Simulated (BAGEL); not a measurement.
**B3LYP/def2-SVPD (density fitting with qzvpp-jkfit) run of [B2PH6]− (SMILES BP[BH3-])**

Aim: the energy change on altering one bond length of [B2PH6]− at B3LYP/def2-SVPD (density fitting with qzvpp-jkfit), from 2 runs. 

The calculation is run with BAGEL 1.2.2.

**1. The molecule**

The species is [B2PH6]− (9 atoms), meant as a singlet with charge -1. SMILES: `BP[BH3-]`. The shape is that of a GFN2-xTB optimisation.

Bond lengths: B1–P2 1.809 Å, P2–B3 2.022 Å, B1–H4 1.183 Å, B1–H5 1.184 Å, P2–H6 1.389 Å, B3–H7 1.201 Å, B3–H8 1.203 Å, B3–H9 1.206 Å. Some angles: B1–P2–B3 109.4°, B1–P2–H6 101.2°, B3–P2–H6 104.6°, P2–B1–H4 119.0°, P2–B1–H5 122.6°, P2–B3–H7 106.9°, P2–B3–H8 105.4°, P2–B3–H9 107.0°, H4–B1–H5 117.9°, H7–B3–H8 112.4°.

**2. The energy at B3LYP/def2-SVPD (density fitting with qzvpp-jkfit)**

Contents of job.json:

```json
{ "bagel" : [

{
  "title" : "molecule",
  "basis" : "def2-svpd.json",
  "df_basis" : "qzvpp-jkfit",
  "angstrom" : true,
  "geometry" : [
    { "atom" : "B", "xyz" : [      -1.048220,       0.924770,      -0.958900 ] },
    { "atom" : "P", "xyz" : [       0.653540,       0.543180,      -0.478640 ] },
    { "atom" : "B", "xyz" : [       0.663670,      -1.090890,       0.712500 ] },
    { "atom" : "H", "xyz" : [      -1.647740,       0.145020,      -1.615970 ] },
    { "atom" : "H", "xyz" : [      -1.545140,       1.981940,      -0.763540 ] },
    { "atom" : "H", "xyz" : [       0.935590,       1.601400,       0.376270 ] },
    { "atom" : "H", "xyz" : [       1.796500,      -1.247810,       1.078930 ] },
    { "atom" : "H", "xyz" : [       0.277510,      -1.994640,       0.019460 ] },
    { "atom" : "H", "xyz" : [      -0.085710,      -0.862970,       1.629880 ] }
  ]
},

{ "title" : "ks", "xc_func" : "b3lyp", "charge" : -1 },

{ "title" : "print", "file" : "orbitals.molden", "orbitals" : true }

]}
```

The basis set def2-SVPD is read from a file made from the Basis Set Exchange's data (not shown).

On the command line:

```bash
BAGEL_NUM_THREADS=1 BAGEL job.json > job.out
```

Log:

```text
* using 1 threads per process

  ===============================================================
  ===============================================================

  *** Geometry ***

  { "atom" : "B", "xyz" : [     -1.980849,      1.747562,     -1.812058 ] },
  { "atom" : "P", "xyz" : [      1.235012,      1.026461,     -0.904499 ] },
  { "atom" : "B", "xyz" : [      1.254155,     -2.061483,      1.346430 ] },
  { "atom" : "H", "xyz" : [     -3.113777,      0.274048,     -3.053741 ] },
  { "atom" : "H", "xyz" : [     -2.919891,      3.745324,     -1.442881 ] },
  { "atom" : "H", "xyz" : [      1.768009,      3.026207,      0.711047 ] },
  { "atom" : "H", "xyz" : [      3.394893,     -2.358019,      2.038882 ] },
  { "atom" : "H", "xyz" : [      0.524418,     -3.769323,      0.036774 ] },
  { "atom" : "H", "xyz" : [     -0.161968,     -1.630777,      3.080027 ] },

  Number of auxiliary basis functions:      386

  Since a DF basis is specified, we compute 2- and 3-index integrals:
    o Being stored without compression. Storage requirement is 0.039 GB

  Number of basis functions:      112
  Number of electrons      :       31

    * METHOD: MOLECULE                             0.86

  *** Kohn-Sham DFT ***

    * Removing 15586 points whose weight is below 1.00e-10
    * Grid points: 118568

  === Nuclear Repulsion ===
    86.0354946302

       - DIIS with orbital gradients will be used.

  === KS iteration (b3lyp / def2-svpd.json) ===
      0       -354.30068473          0.07943452           1.88
      1       -299.80036481          0.14532592           1.50
      2       -354.44639869          0.07375090           2.31
      3       -382.07417360          0.08213508           1.77
      4       -377.60194706          0.10431404           2.56
      5       -389.53568841          0.07843757           2.32
      6       -387.75724608          0.09803313           1.56
      7       -389.78779764          0.07598334           1.78
      8       -368.63156692          0.12697814           2.22
      9       -393.18861654          0.04282556           1.58
     10       -393.89108870          0.03532629           1.95
     11       -394.56031618          0.00426872           1.78
     12       -394.57068594          0.00176635           2.94
     13       -394.57223111          0.00034000           2.26
     14       -394.57227503          0.00014463           1.81
     15       -394.57228497          0.00001837           1.70
     16       -394.57228514          0.00000779           2.30
     17       -394.57228517          0.00000173           2.69
     18       -394.57228517          0.00000057           2.01
     19       -394.57228517          0.00000024           1.98
     20       -394.57228517          0.00000008           1.79
     21       -394.57228517          0.00000003           4.37
     22       -394.57228517          0.00000001           2.53
    * SCF iteration converged.

    * Permanent dipole moment:
           (    0.071915,    -0.999137,     0.488660) a.u.

    * METHOD: KS                                  53.37

    * METHOD: PRINT                                0.08

  ===============================================================
```

It took 55 s on 1 thread of Intel Xeon at 2.50GHz (Skylake/Cascade Lake), shared host; peak memory 0.58 GiB.

**3. The distorted shape at the same level**

Contents of input.json:

```json
{ "bagel": [

{
  "title": "molecule",
  "basis": "def2-svpd.json",
  "df_basis": "qzvpp-jkfit",
  "angstrom": true,
  "geometry": [
    { "atom": "B", "xyz": [   -1.614660,    1.003233,   -1.142123 ] },
    { "atom": "P", "xyz": [    0.087100,    0.621643,   -0.661863 ] },
    { "atom": "B", "xyz": [    0.097230,   -1.012427,    0.529277 ] },
    { "atom": "H", "xyz": [   -2.214180,    0.223483,   -1.799193 ] },
    { "atom": "H", "xyz": [   -2.111580,    2.060403,   -0.946763 ] },
    { "atom": "H", "xyz": [    0.369150,    1.679863,    0.193047 ] },
    { "atom": "H", "xyz": [    1.796500,   -1.247810,    1.078930 ] },
    { "atom": "H", "xyz": [   -0.288930,   -1.916177,   -0.163763 ] },
    { "atom": "H", "xyz": [   -0.652150,   -0.784507,    1.446657 ] }
  ]
},
{ "title": "ks", "xc_func": "b3lyp", "charge": -1 },
{ "title": "print", "file": "orbitals.molden", "orbitals": true }

]}
```

The basis set def2-SVPD is read from a file made from the Basis Set Exchange's data (not shown).

On the command line:

```bash
BAGEL_NUM_THREADS=1 BAGEL input.json > input.out
```

Log:

```text
* using 1 threads per process

  ===============================================================
  ===============================================================

  *** Geometry ***

  { "atom" : "B", "xyz" : [     -3.051265,      1.895836,     -2.158300 ] },
  { "atom" : "P", "xyz" : [      0.164595,      1.174735,     -1.250740 ] },
  { "atom" : "B", "xyz" : [      0.183738,     -1.913210,      1.000189 ] },
  { "atom" : "H", "xyz" : [     -4.184194,      0.422322,     -3.399982 ] },
  { "atom" : "H", "xyz" : [     -3.990308,      3.893597,     -1.789123 ] },
  { "atom" : "H", "xyz" : [      0.697592,      3.174481,      0.364806 ] },
  { "atom" : "H", "xyz" : [      3.394893,     -2.358019,      2.038882 ] },
  { "atom" : "H", "xyz" : [     -0.545999,     -3.621050,     -0.309467 ] },
  { "atom" : "H", "xyz" : [     -1.232385,     -1.482503,      2.733786 ] },

  Number of auxiliary basis functions:      386

  Since a DF basis is specified, we compute 2- and 3-index integrals:
    o Being stored without compression. Storage requirement is 0.039 GB

  Number of basis functions:      112
  Number of electrons      :       31

    * METHOD: MOLECULE                             1.20

  *** Kohn-Sham DFT ***

    * Removing 15007 points whose weight is below 1.00e-10
    * Grid points: 119147

  === Nuclear Repulsion ===
    84.6488005344

       - DIIS with orbital gradients will be used.

  === KS iteration (b3lyp / def2-svpd.json) ===
      0       -354.53541479          0.07785998           1.99
      1       -302.96384297          0.13522388           1.90
      2       -354.46492018          0.07051196           2.57
      3       -384.21553642          0.07944600           1.83
      4       -383.47870091          0.08808531           1.84
      5       -388.74535038          0.08340390           2.08
      6       -388.53146951          0.08414874           2.58
      7       -389.37896437          0.07884580           1.90
      8       -369.15102850          0.12375891           2.83
      9       -394.08149413          0.02559948           1.93
     10       -393.90212981          0.03372459           2.97
     11       -394.51808092          0.00309531           2.76
     12       -394.52344724          0.00139601           2.50
     13       -394.52434212          0.00031890           2.33
     14       -394.52439059          0.00011105           2.89
     15       -394.52439669          0.00003584           2.73
     16       -394.52439742          0.00000581           1.86
     17       -394.52439744          0.00000247           2.84
     18       -394.52439744          0.00000079           2.33
     19       -394.52439744          0.00000022           2.24
     20       -394.52439744          0.00000008           1.65
     21       -394.52439744          0.00000002           2.28
     22       -394.52439744          0.00000001           2.37
    * SCF iteration converged.

    * Permanent dipole moment:
           (    0.756718,    -1.251312,     0.818699) a.u.

    * METHOD: KS                                  57.43

    * METHOD: PRINT                                0.10

  ===============================================================
```

Run time: 60 s. Hardware: 1 thread of Intel Xeon at 2.50GHz (Skylake/Cascade Lake), shared host; peak memory 0.58 GiB.

**4. Outcome**

At B3LYP/def2-SVPD (density fitting with qzvpp-jkfit):

| quantity | value |
| --- | --- |
| first shape: total energy | -394.57229 Eh |
| first shape: HOMO energy | -1.39 eV |
| first shape: LUMO energy | 3.04 eV |
| first shape: HOMO–LUMO gap (to an unbound level, set by the basis) | 4.43 eV |
| distorted shape: total energy | -394.52440 Eh |
| distorted shape: HOMO energy | -1.56 eV |
| distorted shape: LUMO energy | 2.71 eV |
| distorted shape: HOMO–LUMO gap (to an unbound level, set by the basis) | 4.27 eV |
| energy change with the B3–H7 bond stretched from 1.201 to 1.801 Å | 1.303 eV |

What this shows: With the B3–H7 bond stretched from 1.201 to 1.801 Å the energy rises by 1.30 eV (126 kJ/mol). The first shape isn't relaxed at this level, so the change isn't measured from a minimum.
